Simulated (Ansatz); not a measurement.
System: Li, net charge -1, singlet state.

Basis-set convergence of Hartree-Fock and CCSD correlation energies (hartree) with Ansatz (a first-principles code). Correlated levels leave the core frozen unless marked. No spin-orbit coupling. No relativistic terms.

The Hartree-Fock reference is unstable (checked in the largest basis), which strains HF and MP2. The T1 diagnostic of CCSD in the largest basis is 0.034, which is high, so the coupled-cluster rows are less sure than usual.

| basis | functions | E(HF) | E(corr, CCSD) |
|---|---|---|---|
| def2-SVPD | 12 | -7.41696 | -0.02890 |
| def2-TZVPPD | 22 | -7.41882 | -0.03088 |
| def2-QZVPPD | 35 | [?] | [?] |

**Question.** Some entries are withheld; supply them.

**Answer.** 
- def2-QZVPPD, E(HF): -7.42528
- def2-QZVPPD, E(corr, CCSD): -0.02855
